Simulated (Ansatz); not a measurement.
Band gap (eV) of solids drawn from the class of oxides, at two levels: PBE (Ansatz, an electronic-structure program, PAW), and PBE0 in Ansatz (plane waves, PAW).

PBE values are at the measured cell, PBE0 values at the measured cell.

```json
[
 {"solid": "cubic perovskite KTaO₃", "PBE": "2.22", "PBE0": "4.33"},
 {"solid": "stishovite (SiO2)", "PBE": "5.62", "PBE0": "?"},
 {"solid": "rock-salt MgO", "PBE": "4.78", "PBE0": "7.26"},
 {"solid": "cuprite Ag₂O", "PBE": "0.01", "PBE0": "1.87"},
 {"solid": "cubic perovskite BaHfO₃", "PBE": "3.67", "PBE0": "5.94"},
 {"solid": "rock-salt CaO", "PBE": "3.66", "PBE0": "6.05"},
 {"solid": "rock-salt BaO", "PBE": "2.04", "PBE0": "?"},
 {"solid": "rutile SnO₂", "PBE": "1.26", "PBE0": "3.73"},
 {"solid": "rock-salt SrO", "PBE": "3.32", "PBE0": "5.53"},
 {"solid": "corundum (α-Al2O3)", "PBE": "6.25", "PBE0": "8.87"}
]
```

**Question.** Estimate the withheld PBE0 values from the other rows.

**Answer.** One way: carry over the typical difference. The differences PBE0 − PBE of the other rows, in order: 1.86, 2.11, 2.21, 2.27, 2.39, 2.47, 2.48, 2.62; median 2.330. Stishovite (SiO2): 5.62 + (2.330) = 7.95 eV; the run gives 8.50 eV. Rock-salt BaO: 2.04 + (2.330) = 4.37 eV; the run gives 4.05 eV. The differences spread from 1.86 to 2.62. Stishovite (SiO2) lies outside that spread.

Over all 10 rows PBE0 is the larger in 10.

Ansatz's runs of these crystals have no spin polarisation.

Spin–orbit coupling is included only where a level's name says +SOC; with heavier elements it mostly lowers gaps and can invert bands. Density-functional gaps are differences of (generalised) Kohn–Sham levels. Ansatz's density-functional and Hartree–Fock values are scalar-relativistic unless marked +SOC, with PAW data made under PBE.
